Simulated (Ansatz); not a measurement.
# SiH2OF (SMILES O[SiH]F): the energy to break a bond

SiH2OF: 5 atoms, total charge 0, spin state doublet. SMILES: `O[SiH]F`. The shape was relaxed beforehand at B3LYP/def2-SVP. This is one conformer, not always the lowest.

```xyz
5

O    -0.6230   -0.9017   -0.2750
Si    0.2935    0.2441    0.5038
F     0.2015    1.6703   -0.2904
H    -1.5760   -0.7647   -0.3460
H     1.7040   -0.2480    0.4076
```

Wanted: the dissociation energy of the H4–O1 bond into doublet H and singlet SiHOF (shapes relaxed at B3LYP/def2-SVP, no zero-point term). 1 Eh = 2625.50 kJ/mol = 27.2114 eV. Totals in Eh; open shells run unrestricted unless said.

| level | program | SiH2OF | doublet H | singlet SiHOF |
| --- | --- | --- | --- | --- |
| UBLYP/def2-TZVPP | Ansatz | -465.893038 | -0.497552 | -465.306880 |
| UB3LYP/def2-TZVPP | Ansatz | -465.932873 | -0.502154 | -465.334884 |
| RPA@PBE/def2-TZVPP, 7 core orbitals frozen | Ansatz | -465.451959 | -0.517613 | -464.843853 |

Work out the dissociation energy at each level.


1. UBLYP/def2-TZVPP: (-0.497552) + (-465.306880) − (-465.893038) = 0.088606 Eh = 232.6 kJ/mol = 2.41 eV.
2. UB3LYP/def2-TZVPP: (-0.502154) + (-465.334884) − (-465.932873) = 0.095835 Eh = 251.6 kJ/mol = 2.61 eV.
3. RPA@PBE/def2-TZVPP: (-0.517613) + (-464.843853) − (-465.451959) = 0.090493 Eh = 237.6 kJ/mol = 2.46 eV.

The levels span 233 to 252 kJ/mol; no measured value is set beside them. A fragment with an even electron count was run as a singlet and may have a lower triplet. A bond enthalpy at 298 K also holds the loss of zero-point energy and thermal terms.
